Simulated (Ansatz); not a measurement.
Molecule (SMILES): P#P (P2).
Atoms: P1, P2. Bonds: P1-P2.

Basis-set convergence of the highest harmonic wavenumber at CCSD(T) with Ansatz (a first-principles code). Each level at its own minimum, finite differences of forces, unscaled; the reference is a large set that could be run, not a limit. Cartesian d functions, on some or all atoms, in 6-311G**, 6-311+G**; all else is spherical. Cores are frozen. A restricted Hartree-Fock determinant is unstable towards unrestricted orbitals. No added dispersion term, no relativity. Reference: the value in def2-QZVPP, 783 cm⁻¹, itself unsure by roughly 6 cm⁻¹ (its mean distance from cc-pV(Q+d)Z, aug-cc-pV(T+d)Z, def2-TZVPPD). Deviations are taken from unrounded values.

```tsv
basis	functions	highest harmonic wavenumber (cm⁻¹)
cc-pV(D+d)Z	46	765
aug-cc-pV(D+d)Z	64	757
6-311G**	54	764
6-311+G**	62	765
cc-pV(T+d)Z	78	773
aug-cc-pV(T+d)Z	110	772
def2-TZVPP	84	776
def2-TZVPPD	96	776
```

What the diffuse functions change, pair by pair:
- cc-pV(D+d)Z to aug-cc-pV(D+d)Z: 18 more functions, deviation -19 to -26 cm⁻¹
- 6-311G** to 6-311+G**: 8 more functions, deviation -19 to -18 cm⁻¹
- cc-pV(T+d)Z to aug-cc-pV(T+d)Z: 32 more functions, deviation -10 to -11 cm⁻¹
- def2-TZVPP to def2-TZVPPD: 12 more functions, deviation -7 to -7 cm⁻¹

They bring the value nearer the reference by more than 6 cm⁻¹ in 0 of 4 pairs.
